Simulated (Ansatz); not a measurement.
# H₂O₂ (triplet): wave-function methods side by side at distance O1–H3 along a hydrogen transfer = 1.241 Å, cc-pVTZ

The task here is to estimate one member of a computed series from the others.

Method: cc-pVTZ, core rule «outside noble gas», up to 2 orbitals frozen; program: Ansatz 0.2.0, Gaussian basis.

The runs, in order: UHF; CCSD(T) on ROHF; CCSD(T) on UHF; BCCD(T) on ROHF; CCSDT(Q) on ROHF; CCSDT(Q) on UHF; CASSCF and NEVPT2, 4 electrons in 4 orbitals; CASSCF and NEVPT2, 14 electrons in 10 orbitals.

## What is computed

The geometry derives from fragments relaxed apart (PBE0/def2-TZVP) and kept rigid, so it is no stationary point. A hydrogen atom is moved between rigid fragments.

4 atoms, charge 0, spin multiplicity 3.

Atoms are counted from 1 here; the program's logs count them from 0.

Bond lengths: O1–H2 0.960 Å, O1–H3 1.241 Å, H3–O4 0.990 Å. Angles: H2–O1–H3 105.1°, O1–H3–O4 180.0°.

As a file:

```xyz
4

O    -1.07878   -0.02746    0.00000
H    -1.32809    0.89912    0.00000
H     0.16222   -0.02746    0.00000
O     1.15222   -0.02746    0.00000
```

The first run:

in.yaml reads:

```yaml
crystal:
  periodic: [false, false, false]
  atoms:
    - {symbol: O, position_ang: [-1.078776, -0.027457, 0.000000]}
    - {symbol: H, position_ang: [-1.328086, 0.899119, 0.000000]}
    - {symbol: H, position_ang: [0.162224, -0.027457, 0.000000]}
    - {symbol: O, position_ang: [1.152224, -0.027457, 0.000000]}
basis:
  gaussian: {orbitals: cc-pVTZ}
magnetization: {spin_polarized: true, initial_magnetization: 2}
hamiltonian: {xc: hf}
output: {orbitals: {seedname: orbitals}}
```

The run is started by

```
ansatz run in.yaml --threads 1 --pin off --events-out ev --progress --plain --max-ram 2816MiB --backend cpu
```

Among the steps run: UHF; CCSD(T) on ROHF; CCSD(T) on UHF; BCCD(T) on ROHF; CCSDT(Q) on ROHF; CCSDT(Q) on UHF; CASSCF and NEVPT2, 4 electrons in 4 orbitals; CASSCF and NEVPT2, 14 electrons in 10 orbitals.

One table of the session follows, with a row left open; its other results are not shown here.

```
        method  from UCCSDT(Q) (kJ/mol)
          ROHF                  +1242.9
           UHF                  +1206.1
          RMP2                   +112.7
          UMP2                   +112.3
         RCCSD                    +40.8
         UCCSD                    +39.7
      RCCSD(T)                     +5.1
      UCCSD(T)                     +4.8
       BCCD(T)                     +4.7
        RCCSDT                     +2.1
        UCCSDT                     +1.9
     RCCSDT(Q)                     +0.5
     UCCSDT(Q)                        0
   CASSCF pair                  +1174.0
   NEVPT2 pair                        ?
CASSCF valence                  +1086.5
NEVPT2 valence                   +158.5
```

Q: Estimate the row for NEVPT2 pair from the others.

The run gave: from UCCSDT(Q) (kJ/mol): +106.1. In the column «from UCCSDT(Q) (kJ/mol)» it lies between RCCSD (+40.8) and UMP2 (+112.3).

To keep in mind: Restricted and unrestricted rows rest on different reference determinants; where their highest levels disagree by more than a few hundredths of an eV, they describe different states and don't form one ladder.
